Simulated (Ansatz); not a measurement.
Bulk modulus B0 (GPa) of solids drawn from the class of elemental solids other than molecular ones, at two levels: PBE (Ansatz, an electronic-structure program, plane waves, PAW), and PBE-D4 in Ansatz (PAW).

```tsv
solid	PBE	PBE-D4
fcc Ag	91.5	?
body-centred tetragonal In	35.5	41.9
white tin (β-Sn)	47.6	54.5
bcc Mo	259	273
fcc Cu	141	164
bcc W	303	319
```

Q: Estimate the withheld PBE-D4 value from the other rows.

A: One way: carry over the typical ratio. The ratios PBE-D4 / PBE of the other rows, in order: 1.053, 1.054, 1.145, 1.163, 1.180; median 1.145. fcc Ag: 91.5 × 1.145 = 105 GPa; the run gives 110 GPa. The ratios spread from 1.053 to 1.180, so such an estimate is rough. fcc Ag lies outside that spread.

Of 6 rows, PBE-D4 is the larger in 6 and the smaller in 0.

Ansatz's runs of these crystals have no spin polarisation.

Spin–orbit coupling is left out, also for the solids with elements from indium on (body-centred tetragonal In, white tin (β-Sn), bcc W); its size isn't shown.

In Ansatz's fits of the non-cubic solids, shape and atoms are relaxed at each volume.

Each level is taken at its own relaxed cell. Ansatz's density-functional and Hartree–Fock values are scalar-relativistic unless marked +SOC, with PAW data made under PBE.
